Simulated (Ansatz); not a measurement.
# Polycrystal shear modulus of wurtzite AgI at several levels of theory

No measured value is used here.

| level (code) | value (GPa) | cell (Å³/atom) |
|---|---|---|
| B3LYP (VWN-RPA form) (Ansatz) | 6.16 | 38.75 |
| HSE06 (Ansatz) | 5.90 | 36.24 |
| PBE0 (Ansatz) | 5.88 | 36.16 |

Each level is taken at its own relaxed cell. Ansatz's density-functional and Hartree–Fock values are scalar-relativistic unless marked +SOC, with PAW data made under PBE.

Ansatz is a program for electronic structure.
